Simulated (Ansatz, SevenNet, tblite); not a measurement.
## Zinc-blende GaAs: properties by level of theory

Reference values: lattice constant a 5.64 Å (measured, static lattice: zero-point anharmonic expansion removed; as tabulated in Mejia-Rodriguez and Trickey (2018), arXiv:1807.09216); zone-centre TO phonon frequency 271 cm⁻¹ (measured, temperature not stated, not corrected to a static lattice, our sources range from 268 to 271; as tabulated in Han and Bester (2011), arXiv:1107.0196); elastic constant C11 119 GPa (measured, temperature not stated, no zero-point or thermal correction; as tabulated in Bastos et al. (2018), arXiv:1801.07526); elastic constant C44 60 GPa (measured, temperature not stated, no zero-point or thermal correction; as tabulated in Råsander and Moram (2015), arXiv:1505.02379).

| level (code) | equilibrium lattice constant a (Å) | TO(Γ) frequency (cm⁻¹) | elastic constant C11 (GPa) | elastic constant C44 (GPa) |
|---|---|---|---|---|
| GFN1-xTB (tblite) | 5.794 | 202 | 80.6 | 30.2 |
| SevenNet-l3i5 | 5.753 | 213 | 88.6 | 36.4 |
| PBE (Ansatz) | 5.745 | 252 | 99.4 | 51.3 |

Differences from the reference values (errors of the level alone only where the reference is corrected to a static lattice):

| level | lattice constant a (%) | zone-centre TO phonon frequency (%) | elastic constant C11 (%) | elastic constant C44 (%) |
|---|---|---|---|---|
| GFN1-xTB | +2.73 | -25 | -32 | -50 |
| SevenNet-l3i5 | +2.00 | -21 | -26 | -39 |
| PBE | +1.86 | -7.0 | -16.5 | -14.5 |

Nearest: lattice constant a, PBE; zone-centre TO phonon frequency, PBE; elastic constant C11, not ranked (reference at room or unstated temperature); elastic constant C44, not ranked (reference at room or unstated temperature).

Machine-learned potentials (SevenNet-l3i5) are trained on DFT data: a solid inside that data is no test of them.

Caveats: the method was fitted mainly to molecules (GFN1-xTB); the run uses a supercell at the zone centre in place of a k mesh (GFN1-xTB). Ansatz's density-functional and Hartree–Fock values are scalar-relativistic unless marked +SOC, with PAW data made under PBE.

Differences are worked out from the printed values.

Computed values are for the static lattice.

Ansatz is a first-principles code.
